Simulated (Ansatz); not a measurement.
# AlNaH (doublet): the correlation ladder at angle Na2–Al1–H3 = 136.7°, cc-pVDZ

The task here is to estimate one member of a computed series from the others.

Computed with Ansatz 0.2.0, Gaussian basis. Level: cc-pVDZ, core rule «outside noble gas», up to 10 orbitals frozen.

The runs, in order: UHF; CCSD(T) on ROHF; CCSD(T) on UHF; BCCD(T) on ROHF; CISD as a restricted active space (open shells left free, so some higher excitations enter); CCSDT(Q) on ROHF; CCSDT(Q) on UHF; CASSCF and MRCISD+Q, 3 electrons in 3 orbitals; CASSCF and NEVPT2, 3 electrons in 3 orbitals; Full CI.

28 further runs of the same task are left out: 16 for a known fault of the program, 7 that didn't finish, 5 set aside as unsound or not needed. Runs told in other sessions of the task aren't counted.

## The geometry

The geometry derives from a PBE0/def2-TZVP stationary point (not a proven minimum). One angle is set to the value named; bond lengths are kept.

3 atoms, charge 0, spin multiplicity 2.

Atoms are counted from 1 here; the program's logs count them from 0.

Bond lengths: Al1–H3 1.640 Å.

As a file:

```
Al    0.0000   -0.3363    0.6167
Na    0.0000   -0.5264   -2.3529
H     0.0000    0.8627    1.7362
```

Set-up of the first run:

Input file in.yaml:

```yaml
crystal:
  periodic: [false, false, false]
  atoms:
    - {symbol: Al, position_ang: [0.000000, -0.336296, 0.616709]}
    - {symbol: Na, position_ang: [0.000000, -0.526368, -2.352947]}
    - {symbol: H, position_ang: [0.000000, 0.862664, 1.736237]}
basis:
  gaussian: {orbitals: cc-pVDZ}
magnetization: {spin_polarized: true, initial_magnetization: 1}
hamiltonian: {xc: hf}
output: {orbitals: {seedname: orbitals}}
```

Command:

```bash
ansatz run in.yaml --threads 1 --pin off --events-out ev --progress --plain --max-ram 2393MiB
```

Among the steps run: UHF; CCSD(T) on ROHF; CCSD(T) on UHF; BCCD(T) on ROHF; CISD as a restricted active space (open shells left free, so some higher excitations enter); CCSDT(Q) on ROHF; CCSDT(Q) on UHF; CASSCF and MRCISD+Q, 3 electrons in 3 orbitals; CASSCF and NEVPT2, 3 electrons in 3 orbitals; Full CI.

One of the session's tables, all rows but one given; the rest of the session is left out.

```
   method  from FCI (meV)
     ROHF         +2347.6
      UHF         +2211.9
     RMP2          +662.7
     UMP2          +701.7
     CISD          +153.5
    RCCSD           +76.2
    UCCSD           +70.6
 RCCSD(T)           +21.6
 UCCSD(T)           +21.8
  BCCD(T)           +21.8
   RCCSDT            +2.2
   UCCSDT               ?
RCCSDT(Q)            +0.5
UCCSDT(Q)            +0.2
      FCI               0
```

Q: Estimate the row for UCCSDT from the others.

The run gave: from FCI (meV): +1.8. In the column «from FCI (meV)» it lies between RCCSDT(Q) (+0.5) and RCCSDT (+2.2).

Left out of the table: CASSCF pair, NEVPT2 pair, MRCISD pair, MRCISD+Q pair (the active space lost an orbital or holds another state than full CI finds).

Limits of these values: Levels on UHF freeze UHF's core orbitals, full CI those of ROHF, so the U rows can settle a little off it for that reason alone. Restricted and unrestricted rows rest on different reference determinants; a gap between their highest levels can come from leftover correlation error, from unlike frozen cores or from another state. Warnings in the runs' records: passed over end.
